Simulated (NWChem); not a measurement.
System: trifluoromethane (CHF3); SMILES C(F)(F)F

NWChem input:

```
start job
memory heap 200 mb stack 900 mb global 1100 mb
geometry units angstroms noautoz
  F      0.892056     0.892056    -0.130277
  C      0.000000     0.000000     0.334994
  F      0.326515    -1.218572    -0.130277
  F     -1.218572     0.326515    -0.130277
  H      0.000000     0.000000     1.448965
end
basis spherical
  F library def2-tzvp
  C library def2-tzvp
  H library def2-tzvp
end
dft
  xc b3lyp
  iterations 150
  grid medium becke
end
task dft gradient
```

Parts of the log:

```
             Northwest Computational Chemistry Package (NWChem) 7.3.0
             --------------------------------------------------------

 C3V symmetry detected

                             Geometry "geometry" -> ""
                             -------------------------

 Output coordinates in angstroms (scale by  1.889725989 to convert to a.u.)

  No.       Tag          Charge          X              Y              Z
 ---- ---------------- ---------- -------------- -------------- --------------
    1 F                    9.0000     0.89205636     0.89205636    -0.12855494
    2 C                    6.0000     0.00000000     0.00000000     0.33671606
    3 F                    9.0000     0.32651529    -1.21857166    -0.12855494
    4 F                    9.0000    -1.21857166     0.32651529    -0.12855494
    5 H                    1.0000     0.00000000     0.00000000     1.45068706

 Effective nuclear repulsion energy (a.u.)     132.5232834733

      Symmetry information
      --------------------

 Group name             C3v
 Group number             17
 Group order               6
 No. of unique centers     3

                                 NWChem DFT Module
                                 -----------------

 Summary of "ao basis" -> "ao basis" (spherical)
 ------------------------------------------------------------------------------
       Tag                 Description            Shells   Functions and Types
 ---------------- ------------------------------  ------  ---------------------
 F                         def2-tzvp                11       31   5s3p2d1f
 C                         def2-tzvp                11       31   5s3p2d1f
 H                         def2-tzvp                 4        6   3s1p

      Symmetry analysis of basis
      --------------------------

        a1         37
        a2         11
        e          82

  Rotation of axis

            General Information
            -------------------
          SCF calculation type: DFT
          Wavefunction type:  closed shell.
          No. of atoms     :     5
          No. of electrons :    34
           Alpha electrons :    17
            Beta electrons :    17
          Charge           :     0
          Spin multiplicity:     1
          Use of symmetry is: on ; symmetry adaption is: on
          Maximum number of iterations: 150
          AO basis - number of functions:   130
                     number of shells:    48
          Convergence on energy requested:  1.00D-06
          Convergence on density requested:  1.00D-05
          Convergence on gradient requested:  5.00D-04

              XC Information
              --------------
                         B3LYP Method XC Potential
                     Hartree-Fock (Exact) Exchange  0.200
                        Slater Exchange Functional  0.800 local
                    Becke 1988 Exchange Functional  0.720 non-local
              Lee-Yang-Parr Correlation Functional  0.810
                  VWN I RPA Correlation Functional  0.190 local

             Grid Information
             ----------------
          Grid used for XC integration:  medium
          Radial quadrature: Mura-Knowles
          Angular quadrature: Lebedev.
          Tag              B.-S. Rad. Rad. Pts. Rad. Cut. Ang. Pts.
          ---              ---------- --------- --------- ---------
          F                   0.50       49           7.0       434
          C                   0.70       49           7.0       434
          H                   0.35       45           7.0       434
          Grid pruning is: on
          Number of quadrature shells:   143
          Spatial weights used: Becke

      Superposition of Atomic Density Guess
      -------------------------------------

 Sum of atomic energies:        -336.42537251

      Non-variational initial energy
      ------------------------------

 Total energy =    -337.421442
 1-e energy   =    -732.351734
 2-e energy   =     262.407009
 HOMO         =      -0.463615
 LUMO         =       0.166268

      Symmetry analysis of molecular orbitals - initial
      -------------------------------------------------

  Numbering of irreducible representations:

     1 a1          2 a2          3 e

  Orbital symmetries:

     1 a1          2 e           3 e           4 a1          5 a1
     6 e           7 e           8 a1          9 a1         10 e
    11 e          12 e          13 e          14 e          15 e
    16 a2         17 a1         18 a1         19 e          20 e
    21 a1         22 a1         23 a1         24 e          25 e
    26 a1         27 e

   convergence    iter        energy       DeltaE   RMS-Dens  Diis-err
 ---------------- ----- ----------------- --------- --------- ---------
 d= 0,ls=0.0,diis     1   -338.2337198809 -4.71D+02  7.79D-03  1.78D+00
 d= 0,ls=0.0,diis     2   -338.1190472484  1.15D-01  4.31D-03  3.50D+00
 d= 0,ls=0.0,diis     3   -338.3906709376 -2.72D-01  7.02D-04  4.50D-02
 d= 0,ls=0.0,diis     4   -338.3927013648 -2.03D-03  3.10D-04  8.88D-03
 d= 0,ls=0.0,diis     5   -338.3933553789 -6.54D-04  3.24D-05  5.11D-05
  Resetting Diis
 d= 0,ls=0.0,diis     6   -338.3933605823 -5.20D-06  2.23D-06  2.54D-07
 d= 0,ls=0.0,diis     7   -338.3933606103 -2.80D-08  4.58D-07  1.42D-08

         Total DFT energy =     -338.393360610326
      One electron energy =     -732.910365364199
           Coulomb energy =      299.191589048211
    Exchange-Corr. energy =      -37.197867767664
 Nuclear repulsion energy =      132.523283473325

 Numeric. integr. density =       34.000004410901

                  Occupations of the irreducible representations
                  ----------------------------------------------

                     irrep           alpha         beta
                     --------     --------     --------
                     a1                6.0          6.0
                     a2                1.0          1.0
                     e                10.0         10.0

                       DFT Final Molecular Orbital Analysis
                       ------------------------------------

 Vector   15  Occ=2.000000D+00  E=-4.497175D-01  Symmetry=e
              MO Center=  3.3D-01,  1.9D-01, -8.5D-02, r^2= 1.9D+00
   Bfn.  Coefficient  Atom+Function         Bfn.  Coefficient  Atom+Function
  ----- ------------  ---------------      ----- ------------  ---------------
     8      0.285145  1 F  pz                11      0.229407  1 F  pz
     7      0.196691  1 F  py                69      0.187864  3 F  py
    70     -0.174250  3 F  pz                 6      0.164113  1 F  px
    10      0.160121  1 F  py                72      0.153012  3 F  py
    14      0.151756  1 F  pz                73     -0.140189  3 F  pz

 Vector   16  Occ=2.000000D+00  E=-4.282955D-01  Symmetry=a2
              MO Center= -1.0D-13,  8.5D-14, -1.2D-01, r^2= 2.0D+00
   Bfn.  Coefficient  Atom+Function         Bfn.  Coefficient  Atom+Function
  ----- ------------  ---------------      ----- ------------  ---------------
    68      0.299313  3 F  px               100     -0.299313  4 F  py
    71      0.242467  3 F  px               103     -0.242467  4 F  py
     6     -0.219112  1 F  px                 7      0.219112  1 F  py
     9     -0.177498  1 F  px                10      0.177498  1 F  py
    74      0.161665  3 F  px               106     -0.161665  4 F  py

 Vector   17  Occ=2.000000D+00  E=-4.081585D-01  Symmetry=a1
              MO Center=  9.4D-15, -5.2D-15,  3.1D-01, r^2= 2.0D+00
   Bfn.  Coefficient  Atom+Function         Bfn.  Coefficient  Atom+Function
  ----- ------------  ---------------      ----- ------------  ---------------
     8      0.248233  1 F  pz                70      0.248233  3 F  pz
   101      0.248233  4 F  pz               126     -0.239415  5 H  s
    11      0.201656  1 F  pz                73      0.201656  3 F  pz
   104      0.201656  4 F  pz                39     -0.186777  2 C  pz
   127     -0.159542  5 H  s                125     -0.146642  5 H  s

 Vector   18  Occ=0.000000D+00  E= 5.174741D-02  Symmetry=a1
              MO Center= -4.6D-15, -8.8D-15,  1.9D+00, r^2= 2.4D+00
   Bfn.  Coefficient  Atom+Function         Bfn.  Coefficient  Atom+Function
  ----- ------------  ---------------      ----- ------------  ---------------
   127      2.514678  5 H  s                 36     -1.257995  2 C  s
    45     -0.834304  2 C  pz                35     -0.386650  2 C  s
    39     -0.258166  2 C  pz               126     -0.223896  5 H  s
    42     -0.195632  2 C  pz                34     -0.148212  2 C  s
    14      0.101633  1 F  pz                76      0.101633  3 F  pz

 Vector   19  Occ=0.000000D+00  E= 9.511805D-02  Symmetry=e
              MO Center= -1.2D-02,  1.4D-02,  5.8D-01, r^2= 3.4D+00
   Bfn.  Coefficient  Atom+Function         Bfn.  Coefficient  Atom+Function
  ----- ------------  ---------------      ----- ------------  ---------------
    44      1.438886  2 C  py                67      1.016883  3 F  s
     5     -0.715395  1 F  s                 41      0.513695  2 C  py
    12      0.311408  1 F  px                98     -0.301488  4 F  s
    38      0.292147  2 C  py                75      0.278834  3 F  py
   106     -0.260767  4 F  py                76      0.212868  3 F  pz

[...]

                         DFT ENERGY GRADIENTS

    atom               coordinates                        gradient
                 x          y          z           x          y          z
   1 F       1.685742   1.685742  -0.242934    0.003510   0.003510  -0.000759
   2 C       0.000000   0.000000   0.636301    0.000000   0.000000  -0.012353
   3 F       0.617024  -2.302767  -0.242934    0.001285  -0.004795  -0.000759
   4 F      -2.302767   0.617024  -0.242934   -0.004795   0.001285  -0.000759
   5 H       0.000000   0.000000   2.741401   -0.000000   0.000000   0.014630
```

Level: B3LYP/def2-TZVP. Coordinates come from a PBE-D3(BJ)/def2-SVP optimisation.
